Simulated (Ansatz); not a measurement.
A nudged elastic band was laid between two geometries of CH4BS (7 atoms, charge 0, multiplicity 2).

Method: UKS PBE0-D4/def2-SVP in Ansatz 0.2.0.

```yaml
movable_images: 1
climbing_image: no
spring: 5.0 eV/Å²
optimiser: quadratic models (default)
start_path: IDPP
force_threshold: 0.05 eV/Å
iteration_limit: 60
end_points: relaxed
```

Initial state:

```xyz
7
Properties=species:S:1:pos:R:3
C -0.708 0.430 -0.592
B 0.135 0.246 0.663
S 1.381 -1.029 0.832
H -0.615 -0.203 -1.482
H -1.465 1.218 -0.677
H 0.021 0.952 1.637
H 1.250 -1.614 -0.381
```

Final state:

```xyz
7
Properties=species:S:1:pos:R:3
C -0.857 0.516 -0.733
B 0.111 0.093 0.365
S 1.194 -1.301 0.036
H -0.923 0.013 -1.705
H -1.549 1.356 -0.610
H 0.176 0.653 1.432
H 1.848 -1.329 1.216
```

(1) What changes between the two ends?

(2) Give the energies along the band, and the barrier.

(3) What is the geometry of the highest image?

## Answers

(1) No bond is made or broken. The dihedral C1–B2–S3–H7 goes from 0 to -180°.

(2) The forces met the threshold. The highest image is number 1 of 0 to 2, 0.75 eV above the first end and 0.76 eV above the last; the last end lies 0.00 eV below the first. The dihedral C1–B2–S3–H7 jumps by 92° between images 0 and 1, so the path isn't resolved there. No image climbed, so the highest image needn't sit at the top of the path. So few images can step over the top or miss a turn of the path.

```
image  path coordinate (Å)  energy (eV)  dihedral C1–B2–S3–H7 (°)
    0                 0.00         0.00                         0
    1                 1.38         0.75                       -93
    2                 2.77         0.00                      -180
```

(3) 
```xyz
7
Properties=species:S:1:pos:R:3:forces:R:3
C -0.561 0.698 -0.690 0.01 0.00 0.01
B 0.117 0.147 0.565 -0.02 0.01 -0.03
S 1.584 -0.991 0.386 0.00 0.00 -0.05
H -0.206 0.442 -1.695 0.00 0.04 -0.01
H -1.447 1.342 -0.658 -0.01 0.01 0.00
H -0.281 0.450 1.667 0.00 -0.05 -0.01
H 0.794 -2.087 0.423 0.01 -0.02 0.10
```

The run took 18 s on 1 CPU thread of a shared host.
